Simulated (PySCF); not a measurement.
# How methods differ on the ionisation energy of P

P [Ne] 3s2 3p3 (4S) → P⁺ [Ne] 3s2 3p2 (3P), as a difference of total energies. Computed with PySCF 2.14 in aug-cc-pV(T+d)Z with one added diffuse shell each of s, p, d, f type (7s6p5d3f, 71 functions), with no relativity, point nucleus. Correlated levels: valence: [Ne] frozen. The calculations carry no spin-orbit coupling.

```
           method  ionisation energy (eV)
              UHF                   9.910
              LDA                  10.584
              PBE                  10.494
             PBE0                  10.534
           r2SCAN                  10.642
            TPSSh                  10.521
             PW91                  10.531
             BP86                  10.534
        BHandHLYP                  10.260
    MP2 (valence)                  10.496
SCS-MP2 (valence)                  10.318
```

Q: How much does correlation contribute at MP2 (valence)?

A: 10.496 − (9.910) = 0.586 eV, measured against UHF.

Errors of the correlated levels include the incompleteness of this basis and the frozen core.

For comparison: 10.526 eV (measured; NIST levels, between the centres of gravity of the two terms).
